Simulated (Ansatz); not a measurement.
A nudged elastic band was laid between two geometries of C$_{2}$H$_{5}$NS (9 atoms, charge 0, multiplicity 1).

These are results of RKS PBE0-D4/6-31G* in Ansatz, not measurements.

```yaml
movable_images: 9
climbing_image: yes
spring: 2.0 to 10.0 eV/Å², energy-weighted
optimiser: quadratic models (default)
start_path: through a guess of the saddle point
force_threshold: 0.03 eV/Å
iteration_limit: 60
end_points: relaxed
```

Initial state:

```xyz
9
Properties=species:S:1:pos:R:3
N -0.952 1.210 0.707
C -0.043 0.560 -0.101
C 0.468 -0.665 0.111
S 1.842 -1.242 -0.833
H -1.564 1.864 0.243
H -1.440 0.631 1.377
H 0.316 1.153 -0.939
H 0.140 -1.272 0.952
H 1.233 -2.238 -1.516
```

Final state:

```xyz
9
Properties=species:S:1:pos:R:3
N -0.818 1.240 0.765
C -0.143 0.494 -0.175
C 0.207 -0.798 -0.059
S 1.060 -1.627 -1.361
H -1.365 2.010 0.411
H -1.299 0.719 1.486
H 0.161 1.054 -1.057
H -0.095 -1.388 0.804
H 2.294 -1.703 -0.814
```

(1) Which bonds break or form, and what moves?

(2) What energy profile does the band end with?

(3) What is the geometry of the highest image?

Results:

(1) No bond is made or broken. The dihedral H8–C3–S4–H9 goes from 75 to -78°.

(2) It converged. The highest image is number 3 of 0 to 10, 0.136 eV above the first end and 0.134 eV above the last; the last end lies 0.002 eV above the first. Another band between the same ends (9 images) ends at a top of the same energy, where a vibrational analysis finds 1 clearly imaginary mode.

```
image  path coordinate (Å)  energy (eV)  dihedral H8–C3–S4–H9 (°)
    0                 0.00        0.000                        75
    1                 0.64        0.063                       108
    2                 1.04        0.121                       133
    3                 1.40        0.136                       155
    4                 1.65        0.133                       170
    5                 1.91        0.130                      -176
    6                 2.18        0.130                      -161
    7                 2.44        0.123                      -144
    8                 2.72        0.098                      -127
    9                 3.05        0.047                      -107
   10                 3.59        0.002                       -78
```

(3) 
```xyz
9
Properties=species:S:1:pos:R:3
N -0.888 1.242 0.625
C -0.047 0.421 -0.120
C 0.460 -0.753 0.277
S 1.631 -1.742 -0.606
H -1.603 1.703 0.078
H -1.295 0.792 1.435
H 0.238 0.846 -1.081
H 0.190 -1.183 1.239
H 1.315 -1.325 -1.847
```

The run took 7.6 min on 1 thread of Arm Neoverse V1 (shared host), peak memory 0.15 GiB.
